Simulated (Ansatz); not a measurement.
# MgHO+ (triplet): wave-function methods side by side, def2-QZVPP

An exercise on one series of results from a longer session: the logs are not shown, and one member is left open.

Program: Ansatz 0.2.0, Gaussian basis. Level of theory: def2-QZVPP, core rule «outside noble gas», up to 6 orbitals frozen. These are calculated values, not measurements.

To be run: UHF; ROHF; CCSD(T) on UHF.

2 further runs of the same task are left out: 2 set aside as unsound or not needed.

### What is computed

The geometry is a PBE0/def2-TZVP stationary point (not a proven minimum) of the parent state, kept for this charge and spin.

3 atoms, charge 1, spin multiplicity 3.

Atoms are counted from 1 here; the program's logs count them from 0.

Bond lengths: O1–Mg2 1.768 Å, O1–H3 0.948 Å. Angles: Mg2–O1–H3 180.0°.

Set-up of the first run:

The input, in.yaml:

```yaml
crystal:
  periodic: [false, false, false]
  atoms:
    - {symbol: O, position_ang: [0.000000, 0.000000, 0.273500]}
    - {symbol: Mg, position_ang: [0.000000, 0.000000, -1.494800]}
    - {symbol: H, position_ang: [0.000000, 0.000000, 1.221300]}
basis:
  gaussian: {orbitals: "def2-QZVPP.json"}
total_charge: 1
magnetization: {spin_polarized: true, initial_magnetization: 2}
hamiltonian: {xc: hf}
output: {orbitals: {seedname: orbitals}}
```

The run is started by

```console
$ ansatz run in.yaml --threads 1 --pin off --events-out ev --progress --plain --max-ram 2393MiB
```

Steps of the session up to this table: UHF; ROHF; CCSD(T) on UHF.

One table of the session follows, with a row left open; its other results are not shown here.

| method | from UCCSD(T) (kcal/mol) |
| --- | --- |
| ROHF | ? |
| UHF | +146.69 |
| UMP2 | +11.69 |
| UCCSD | +3.72 |
| UCCSD(T) | 0 |

**Question.** Estimate the row for ROHF.

**Answer.** from UCCSD(T) (kcal/mol): +149.87. In the column «from UCCSD(T) (kcal/mol)» it is the highest.
